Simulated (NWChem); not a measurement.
Correlation energy of water (H2O)

```xyz
3

O      0.0000     0.0000     0.1226
H      0.7577     0.0000    -0.4905
H     -0.7577     0.0000    -0.4905
```
Charge 0, spin multiplicity 1.

Everything below was run with NWChem. All single points use one geometry, from PBE/def2-SVP, a minimum by its harmonic frequencies.

Basis set: 6-311G**. Each correlation energy counts from its own Hartree-Fock reference.

The correlated methods keep 1 core orbital frozen. The Pople sets run with spherical d functions. Coupled-cluster values serve here as a point of comparison, not as the truth.

Q: One of these methods gave a correlation energy of -218.9 mHa. Which?
A) MP2
B) SCS-MP2
C) CR-CCSD[T]
D) CCSD

A: A, MP2. The others give -215.2 (SCS-MP2), -230.7 (CR-CCSD[T]), -226.3 (CCSD).
